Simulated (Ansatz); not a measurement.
# SiH3− (triplet): geometry optimisation

Where does this start of SiH3− (triplet) end when it is relaxed?

Program: Ansatz 0.2.0, Gaussian basis. Level of theory: UKS PBE0/def2-TZVPD. These are calculated values, not measurements.

### 1 Where the work starts

4 atoms, charge -1, spin multiplicity 3.

Atoms are counted from 1 here; the program's logs count them from 0.

Bond lengths: Si1–H2 1.497 Å, Si1–H4 1.463 Å. Angles: H2–Si1–H4 102.5°.

The start was built by rule and, where that kept it together, relaxed with GFN2-xTB. Sticks and bond lists go by distance. 

### 2 The run

File in.yaml:

```yaml
crystal:
  periodic: [false, false, false]
  atoms:
    - {symbol: Si, position_ang: [0.039697, 0.012846, -0.002253]}
    - {symbol: H, position_ang: [1.407878, -0.593357, -0.043842]}
    - {symbol: H, position_ang: [-1.687343, 1.398563, 0.028914]}
    - {symbol: H, position_ang: [-0.826665, -1.163160, 0.077705]}
basis:
  gaussian: {orbitals: def2-TZVPD}
total_charge: -1
magnetization: {spin_polarized: true, initial_magnetization: 2}
hamiltonian: {xc: pbe0}
relax: {f_tol: 0.004, max_steps: 80}
```

Launch:

```console
ansatz run in.yaml --threads 1 --pin off --events-out ev --progress --plain --max-ram 2176MiB
```

Q: Predict the outcome of this session. Wanted: energy gained; shift from the start; total energy; ⟨S²⟩.

As calculated:

```
                  quantity          value
                     steps              7
             energy gained       0.499 eV
shift from the start (rms)        0.220 Å
              total energy  -7920.4954 eV
                      ⟨S²⟩          2.009
```

By distance, Si1–H3 formed. Si1–H3 went from 2.214 to 1.636 Å. No vibrations were run, so this is a stationary point, not a proven minimum, and this spin need not be the ground state's.
